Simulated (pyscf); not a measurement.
PySCF, gas phase, ωB97X-D3(BJ)/def2-SVP geometries.

SMILES: C1C(C)CC=CC=1
```xyz
17

C      0.9253    -0.1926     1.0709
C     -0.0586     0.9165     0.6660
C      0.6902     2.0161    -0.0608
C      0.8067     2.0037    -1.3977
C      0.1535     0.9517    -2.1964
C     -0.7821     0.1661    -1.6417
C     -1.2041     0.3797    -0.2083
H      1.3690    -0.6577     0.1762
H      1.7457     0.2113     1.6850
H      0.4161    -0.9778     1.6537
H     -0.4989     1.3342     1.5869
H      1.2051     2.7776     0.5351
H      1.4018     2.7642    -1.9129
H      0.4337     0.8342    -3.2477
H     -1.2875    -0.6026    -2.2357
H     -1.6008    -0.5526     0.2261
H     -2.0419     1.1039    -0.2027
```
Charge 0, spin multiplicity 1.

### Question
What is the homolytic dissociation enthalpy (298 K, ωB97M-D3(BJ)/def2-TZVP) of the C–H bond of cyclic C₇H₁₀ (SMILES CC1C=CC=CC1), to cyclic C₇H₉ (SMILES CC1[CH]C=CC=C1) [doublet] + H•?

### Answer
C–H to cyclic C₇H₉ (SMILES CC1[CH]C=CC=C1) [doublet] + H•: 74.8 kcal/mol. The 7 functionals that were run give +67.8 (r²SCAN) to +75.3 kcal/mol (M06-2X). The radicals are drawn with the spin at the cut bond; how far it spreads was not checked. Other isomers of cyclic C₇H₉ (SMILES CC1[CH]C=CC=C1) [doublet] were not searched in full and may lie lower.
